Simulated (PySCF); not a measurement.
Bonding in `C=CS(C)(=O)=O`

Compound: C₃H₆O₂S.
Numbering: `[CH2:1]=[CH:2][S:3]([CH3:4])(=[O:5])=[O:6]` (hydrogens: H7, H8 on C1; H9 on C2; H10, H11, H12 on C4)

Geometry (GFN2-xTB, Å), atoms numbered from 1 in this order:
```xyz
12
C3H6O2S angstrom
C      1.9784   -0.1826    0.6784
C      1.1047    0.2071   -0.2213
S     -0.5293    0.7410    0.3045
C     -1.6124   -0.5836   -0.3089
O     -0.5801    0.7443    1.7403
O     -0.8566    1.9541   -0.3932
H      2.9795   -0.5005    0.4352
H      1.6932   -0.1828    1.7183
H      1.2736    0.2769   -1.2811
H     -1.4955   -0.6479   -1.3827
H     -1.3223   -1.5044    0.1800
H     -2.6320   -0.3223   -0.0541
```

Bond orders from the PBE0/pcSseg-1 density (PySCF). One conformer (not necessarily the lowest) at the GFN2-xTB geometry, without solvent, vibrations or thermal averaging.

Q: How far do the computed orders between heavy atoms stray from the drawn ones?

A: The largest departure is 0.266, at S3–O6 (drawn double, 1.734) and S3–O5 (drawn double, 1.736). Drawn single, order below 0.88: C2–S3 (0.862).

Q: Give the Mayer order of every bond between heavy atoms, beside its length.

A: 
| bond | drawn as | length (Å) | Mayer order |
| --- | --- | --- | --- |
| C1–C2 | double | 1.313 | 1.935 |
| C2–S3 | single | 1.798 | 0.862 |
| S3–C4 | single | 1.818 | 0.891 |
| S3–O5 | double | 1.437 | 1.736 |
| S3–O6 | double | 1.437 | 1.734 |

By pair of heavy elements: C–S: lowest C2–S3 (0.862, 1.798 Å), highest S3–C4 (0.891, 1.818 Å); in 1 of the 1 pairs the longer bond (by over 0.003 Å) has the higher order (by 0.02 or more). O–S: all 2 within 0.02 of one another (1.734 to 1.736).

Q: And the bonds to hydrogen?

A: C–H: 0.93 to 0.95 (6 bonds).

Q: Sum the orders of all bonds at each heavy atom with more than one neighbour and set the sums beside the valence in the SMILES.

A: C1 3.816 (drawn 4), C2 3.729 (drawn 4), S3 5.223 (drawn 6), C4 3.716 (drawn 4). Orders between atoms that aren't bonded are not in these sums.

The Mayer order sums products of elements of PS (density times overlap matrix) between the two atoms' basis functions, so it depends on the basis set.
